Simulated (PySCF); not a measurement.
propane (C₃H₈), SMILES CCC. Geometry: B3LYP-D3(BJ)/def2-SVP.

Computed equilibrium geometry at B3LYP-D3(BJ)/def2-SVP (PySCF confirms it by a frequency run) as bond lengths and angles, and its point group:
point group C2v.
Atoms: C1 C2 C3 H4 H5 H6 H7 H8 H9 H10 H11. Bond lengths (Å): C1–C2 1.529, C1–H4 1.102, C1–H5 1.103, C1–H6 1.103, C2–C3 1.529, C2–H7 1.105, C2–H8 1.105, C3–H9 1.102, C3–H10 1.103, C3–H11 1.103. Angles (°): C2–C1–H4 111.7, C2–C1–H5 111.2, C2–C1–H6 111.2, H4–C1–H5 107.6, H4–C1–H6 107.6, H5–C1–H6 107.3, C1–C2–C3 113.1, C1–C2–H7 109.4, C1–C2–H8 109.4, C3–C2–H7 109.4, C3–C2–H8 109.4, H7–C2–H8 105.8, C2–C3–H9 111.7, C2–C3–H10 111.2, C2–C3–H11 111.2, H9–C3–H10 107.6, H9–C3–H11 107.6, H10–C3–H11 107.3.
Charge 0, spin multiplicity 1.
